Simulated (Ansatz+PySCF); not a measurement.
## doublet CH₃Cl(+): levels of theory in one basis

```yaml
atoms:
  - { symbol: C, position_ang: [-0.0482, -0.0025, -0.1616] }
  - { symbol: Cl, position_ang: [-0.0461, 0.0051, 1.5899] }
  - { symbol: H, position_ang: [-0.4689, -0.9313, -0.5133] }
  - { symbol: H, position_ang: [1.0449, 0.0066, -0.3862] }
  - { symbol: H, position_ang: [-0.4632, 0.9361, -0.5290] }
```

Basis set: cc-pVTZ on H, C; cc-pV(T+d)Z on Cl (spherical functions). Frozen core: 6 orbitals. Correlation on ROHF uses semicanonical orbitals with singles. Charge 1, multiplicity 2.

Computed with Ansatz (development build ahead of 0.2.0); each method stands on the lowest determinant of its kind that the runs found.

| method | E − E(ROHF) (eV) | <S²> of the determinant |
| --- | --- | --- |
| ROHF | 0.00 | 0.75 |
| UHF | -0.17 | 0.76 |
| ROHF-MP2 | -9.26 | – |
| UHF-MP2 | -9.23 | 0.76 |

Q: Is a single determinant a sound starting point here?

A: By this sign, yes. Unrestricted orbitals gain 0.17 eV and <S²> is 0.76 against 0.75 for a pure state.

Caution for ROHF-MP2, UHF-MP2: MP2 on this radical cation hangs on the determinant chosen.
